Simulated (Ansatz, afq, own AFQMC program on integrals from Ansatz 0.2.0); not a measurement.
## AlSiH, triplet: AFQMC among the cluster methods

```xyz
3

Si    0.0000    0.0000    2.1008
Al    0.0000    0.0000   -0.2530
H     0.0000    0.0000   -1.8478
```

Connectivity, by distances: Si–AlH.

Basis 6-31G. Noble-gas cores (and the filled d shells of Ga–Kr and In–Xe) are frozen. Integrals, coupled cluster, full CI and functionals: Ansatz 0.2.0; the random walks run on the same integrals in our own AFQMC program. ph-AFQMC/CISD is guided by a CISD state made of CCSD amplitudes; releasing the constraint for a short imaginary time cuts its bias at the price of noise, slowly where states lie close. Error bars are statistical, one sigma.

Determinant: ROHF, the one that the program's search chose, which needn't be the lowest solution. The geometry is a PBE0/def2-TZVP stationary point of this or a neighbouring charge and spin state.

Full CI on the same integrals is exact in this basis and with this determinant's frozen core.

- T1 diagnostic: 0.0356
- weight of the determinant in the CISD state: 0.893
- size of the correlated space: 8 electrons in 18 orbitals

| level | correlation energy (eV) |
| --- | --- |
| MP2 | -1.6945 |
| CCSD | -2.2983 |
| CCSD(T) | -2.3723 |

(1) Estimate where full CI lies against CCSD(T) on the same integrals.

(1) 0.85 kcal/mol below CCSD(T).

Reference: full CI, correlation energy -2.409 eV. The released energy is read at 2.40 1/Eh (meV from the phaseless value at times in 1/Eh: -2 ± 3 at 0.24, -10 ± 6 at 0.51, -8.3 ± 2.2 at 0.99, -11.8 ± 1.6 at 1.62, -10.8 ± 1.2 at 2.40).

```csv
level,E − E(reference) (kcal/mol),share of correlation (%)
CCSD(T),0.85,98.47
CCSDT,0.16,99.71
CCSDT(Q),0.03,99.94
CCSDTQ,0.01,99.98
ph-AFQMC/CISD,0.43 ± 0.08,99.22
released AFQMC,0.18 ± 0.03,99.67
```

CCSDT and higher add their correlation energy to the determinant of the CCSD(T) run, since their own runs factorise the integrals more tightly (a shift of under 2 meV). A walk keeps the symmetry of its determinant, which the program's search chose and which needn't be the lowest solution, so a lower state of the same spin and another symmetry isn't excluded. Released energies are given only where the last usable release times agree within the noise; a slower fall can still hide under it.
